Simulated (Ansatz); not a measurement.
A made-up structure of C₂H₃Si, doublet:

| atom | x (Å) | y (Å) | z (Å) |
| --- | --- | --- | --- |
| C1 | -1.4940 | -0.8573 | -0.7405 |
| Si2 | -0.3897 | 0.3187 | -0.2809 |
| C3 | 1.1107 | 0.4974 | 0.5729 |
| H4 | 1.3113 | -0.2926 | -0.1048 |
| H5 | 1.6124 | -0.3599 | 1.0066 |
| H6 | 1.5820 | 1.4634 | 0.6943 |

It is relaxed with PBE-D4/def2-SVP and then PBE0-D4/def2-TZVP (Ansatz 0.2.0). Atoms count as bonded within 1.22 times the sum of their covalent radii (H–H: 0.88 Å). The end point is not checked to be a true minimum.

Problem. Does its bonding change? (A judgement: the text doesn't fix the answer.)

Solution. Computed: No: no bond forms or breaks.

Where it ends: The first stage lowers the energy by 2.40 eV in 7 steps. It ends as C₂H₃Si ([C][Si][CH3]):
C1  (-1.503, -0.662, -1.002)
Si2  (-0.657, 0.127, 0.223)
C3  (1.202, 0.303, 0.452)
H4  (1.701, -0.207, -0.373)
H5  (1.508, -0.148, 1.397)
H6  (1.482, 1.357, 0.450)
(Å)

Labels in which every atom is bracketed show which atoms are joined, not bond orders.

For scale, one of the runs: PBE0-D4/def2-TZVP relaxation, 117 basis functions, launched by `ansatz run in.yaml --threads 2 --pin off --events-out ev --progress --plain --max-ram 4352MiB`. Hardware: 2 CPU threads of an Arm Neoverse V2, shared host. Wall time about 110 s.
